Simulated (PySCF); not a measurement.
## Gas-phase XPS of `[BH3-]P`, computed

Compound: BH5P (charge -1).
Numbering: `[BH3-:1][PH2:2]`

Level of theory: delta-SCF UKS SCAN, pcX-2 on the ionised atom, pcseg-1 elsewhere, spin-free X2C in PySCF. These are vertical core ionisation energies against the vacuum level, from separate self-consistent calculations with and without the core hole.

Question: List the computed XPS lines with their assignment.

Answer: 
| atom(s) | bonded to | level | binding energy (eV) | 2p1/2 (eV) | count |
| --- | --- | --- | --- | --- | --- |
| P2 | 2 H and B | P 1s | 2143.92 | – | 1 |
| B1 | 3 H and P | B 1s | 188.01 | – | 1 |
| P2 | 2 H and B | P 2p3/2 | 130.34 | 131.24 | 1 |

Question: Which photon energy gives electrons from P 1s of P2 a kinetic energy of 50 eV, and what is their de Broglie wavelength?

Answer: hν = 2143.92 + 50 = 2193.92 eV, recoil neglected; λ = 12.264 Å/√(E/eV) = 1.73 Å.

The 2p values aren't plain energy differences: one relaxed spin-free 2p hole is combined with a matrix within the shell (ground-state 2p orbital-energy differences and spin–orbit coupling). 2p3/2, the mean of its two sublevels, lies a third of the splitting below the shell's mean and 2p1/2 two thirds above it; the statistical areas are 2:1. 2p1/2 minus 2p3/2 (ligand field included): P 0.90 eV. The species carries charge -1, so core ionisation leaves a neutral species. The basis sets have no added diffuse functions. Geometry: PBE0-D3(BJ)/def2-SVP; no solvent, vibrations or thermal averaging. The geometry's basis has no diffuse functions, a weakness for an anion.
